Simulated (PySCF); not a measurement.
Species: C6H9 (doublet state).
Structure used (GFN2-xTB), in Å, numbered top down from 1:
```xyz
15
C6H9 angstrom
C      1.994   -1.308    0.371
C      1.077   -0.434    0.134
C      0.144    0.506   -0.110
C      0.625    1.904   -0.427
C     -1.218    0.252   -0.094
C     -1.817   -1.076    0.190
H      2.438   -1.914   -0.411
H      2.376   -1.499    1.367
H      1.702    1.978   -0.302
H      0.143    2.625    0.231
H      0.376    2.160   -1.456
H     -1.897    1.065   -0.303
H     -1.044   -1.815    0.389
H     -2.421   -1.415   -0.655
H     -2.483   -1.021    1.054
```

The hyperfine couplings belong to this conformer and change with its torsions.

Identity: `C=C=C(C)[CH]C` [radical].

The calculation used PySCF, UKS B3LYP, pcH-1 on C H, non-relativistic, mean-field spin-orbit, GIAO. One conformer (not necessarily the lowest) at the GFN2-xTB geometry, without solvent, vibrations or thermal averaging. A GFN2-xTB geometry isn't a minimum of the functional, and hyperfine couplings can be far from their values at a DFT geometry. Stability of the SCF solution: not tested. ⟨S²⟩ is 0.775 where a pure state has 0.75.

Q: Match the computed a_iso(13C) values +62.9, -50.6, +48.8, -38.5, -22.2, +7.4 MHz with the sites C1; C2; C3; C4; C5; C6.

A: 
```json
{"site": "C1", "a_iso (MHz)": "-38.5", "ρ(0) (bohr⁻³)": "-0.0343", "position": "1 bond from C2", "distance from C5 (Å)": "3.60", "spin population": "-0.11", "largest |T| (MHz)": "9.0"}
{"site": "C2", "a_iso (MHz)": "+48.8", "ρ(0) (bohr⁻³)": "+0.0434", "position": "a main spin site", "distance from C5 (Å)": "2.41", "spin population": "+0.57", "largest |T| (MHz)": "88.7"}
{"site": "C3", "a_iso (MHz)": "-50.6", "ρ(0) (bohr⁻³)": "-0.0450", "position": "1 bond from C2", "distance from C5 (Å)": "1.38", "spin population": "-0.25", "largest |T| (MHz)": "27.6"}
{"site": "C4", "a_iso (MHz)": "+7.4", "ρ(0) (bohr⁻³)": "+0.0066", "position": "2 bonds from C2", "distance from C5 (Å)": "2.50", "spin population": "+0.01", "largest |T| (MHz)": "1.2"}
{"site": "C5", "a_iso (MHz)": "+62.9", "ρ(0) (bohr⁻³)": "+0.0559", "position": "largest spin population", "distance from C5 (Å)": "0.00", "spin population": "+0.72", "largest |T| (MHz)": "111.2"}
{"site": "C6", "a_iso (MHz)": "-22.2", "ρ(0) (bohr⁻³)": "-0.0198", "position": "1 bond from C5", "distance from C5 (Å)": "1.48", "spin population": "-0.06", "largest |T| (MHz)": "1.4"}
```

ρ(0) is the spin density at the nucleus and T the dipolar tensor; entries for several nuclei are means. Largest spin populations (Mulliken): C5 (+0.72), C2 (+0.57), C3 (-0.25) and C1 (-0.11). The positive populations add up to 1.45 and the negative ones to -0.45, together 2S = 1. The angles at C5 add up to 360.0°, so it is planar; its axial dipolar tensor and the negative coupling of its proton fit spin in a p orbital normal to that plane. Main spin sites, with 60 % or more of the largest population: C2, C5; positions count bonds from the nearest.

The spin density at the nucleus, in bohr⁻³, is negative for C3 (-0.0450), C1 (-0.0343) and C6 (-0.0198), for instance. A restricted open-shell determinant has no negative spin density anywhere; here it arises because α and β orbitals differ (spin polarisation).

Class means assume fast exchange of nuclei equivalent by connectivity; if that motion is slow, each nucleus keeps its own coupling. H7 and H8 aren't averaged: C1 is flat or nearly so (angle sum 360°), and its turn about the short C1–C2 bond (1.29 Å) is taken as slow. The three 1H nuclei of mean +46.7 MHz run from 1.9 to 69.6 MHz in the frozen geometry. The three 1H nuclei of mean -10.4 MHz run from -16.2 to -2.3 MHz in the frozen geometry.
